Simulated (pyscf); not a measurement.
Thermochemistry of product channels of `[O]=[Mo](=[O])([OH])[OH]` + `[ClH]` on the singlet surface, in kJ/mol, from ωB97M-D3(BJ)/def2-TZVP energies (ideal gas, 1 atm, RRHO with modes under 100 cm⁻¹ raised to 100, one conformer, R ln 2 for chiral ones without a mode under 150 cm⁻¹). Single points on ωB97X-D3(BJ)/def2-SVP structures (PySCF, gas phase).

| products | ΔE | ΔH(298 K) | ΔG(298 K) | ΔG(600 K) |
|---|---|---|---|---|
| `[O]=[Mo](=[O])([OH])[Cl]` + `[OH2]` | -26.2 | -18.3 | -21.3 | [?] |
| `[O]=[Mo]([OH])([OH])([OH])[Cl]` | -27.9 | -16.6 | +25.7 | +67.9 |

Problem. Complete the blanks.

Solution. 
- `[O]=[Mo](=[O])([OH])[Cl]` + `[OH2]`, ΔG(600 K): -23.7

These are energies of the channels, which say nothing of barriers. Elements past Kr carry the def2 core potentials, without spin-orbit coupling.
